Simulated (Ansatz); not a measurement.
Consider the atomization: `[BH2][AlH][OH]` → Al• + B• + 4 H• + O•.

Computed with Ansatz on PBE0-D4/def2-TZVP structures; ΔE is electronic, products minus reactants. CBS: MP2 limit from def2 TZ/QZ plus the TZ coupled-cluster correction, frozen cores. This one scheme is used for every species, atoms too. DFT in def2-TZVPP. Open shells (•) are unrestricted, without spin–orbit coupling. Spin–orbit coupling would lower the free atoms: a little for Al, B, O. One conformer a species, not always the lowest.

```
           level  ΔE (kJ/mol)
          revPBE       2135.0
         r2SCANh       2199.3
CCSD(T)/def2-SVP       2077.0
   MP2/CBS(def2)       2243.3
```

(1) What does CCSD(T)/CBS give? (An estimate is asked.)

Largest T1 diagnostic among the species: 0.018.

## Answers

(1) The calculation gave: +2211.7 kJ/mol. The listed levels differ from it by -76.7, -12.4, -134.7, 31.6 kJ/mol.

The D4 term adds +13.6 kJ/mol with B3LYP and +7.1 kJ/mol with PBE0; it sums over pairs of atoms, weighted by their polarisabilities, and B3LYP, whose exchange is more repulsive, gets the larger term. In def2-TZVPP, CCSD(T) changes the Hartree–Fock value by +491.5 kJ/mol (the triples alone add +23.2 kJ/mol) and MP2 by +523.1 kJ/mol; breaking electron pairs costs correlation energy, which Hartree–Fock lacks. From PBE to PBE0 (25 % exact exchange), in def2-TZVPP and without D4, ΔE moves by −26.7 kJ/mol: exact exchange takes away binding that semilocal exchange gives to molecules.

B3LYP here is the variant with VWN-RPA as its local correlation; programs differ in this.

For atomizations the MP2-based limit and the directly extrapolated one differ by several kJ/mol either way, and by 10 to 25 for some Ge, Se and Sn compounds, so smaller differences from it don't rank the levels.
